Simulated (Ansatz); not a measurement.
`B[SiH2]Cl` and `B[SiH2]F` differ in one atom or group.

Ansatz, PBE0-D4/def2-TZVP geometries, multiplicity 1. 

```tsv
property	`B[SiH2]Cl`
HOMO–LUMO gap (B3LYP/def2-TZVPP) / eV	5.13
HOMO–LUMO gap (PBE/def2-TZVPP) / eV	3.27
ideal-gas entropy at 298 K and 1 bar (rigid rotor, harmonic PBE0-D4/def2-TZVP) / J/(mol·K)	304
HOMO energy (PBE0/def2-TZVPP) / eV	-8.31
size of the dipole moment (PBE/def2-TZVPP) / D	1.43
size of the dipole moment (B3LYP/def2-TZVPP) / D	1.54
```

(1) What does the change do to each property? (Estimate.)

Answers

(1) Computed: 
| property | `B[SiH2]F` | shift |
| --- | --- | --- |
| HOMO–LUMO gap (B3LYP/def2-TZVPP) / eV | 5.43 | 0.30 |
| HOMO–LUMO gap (PBE/def2-TZVPP) / eV | 3.51 | 0.24 |
| ideal-gas entropy at 298 K and 1 bar (rigid rotor, harmonic PBE0-D4/def2-TZVP) / J/(mol·K) | 289 | -15 |
| HOMO energy (PBE0/def2-TZVPP) / eV | -8.52 | -0.21 |
| size of the dipole moment (PBE/def2-TZVPP) / D | 1.30 | -0.13 |
| size of the dipole moment (B3LYP/def2-TZVPP) / D | 1.42 | -0.12 |

With PBE0 the HOMO falls by 0.21 eV and the LUMO rises by 0.06 eV, so the gap widens by about 0.27 eV. PBE moves the HOMO by -0.18 eV and ωB97M-V by -0.24 eV. Dipoles are sizes alone; their direction can turn.

B3LYP here is the variant with VWN-RPA as its local correlation; programs differ in this.
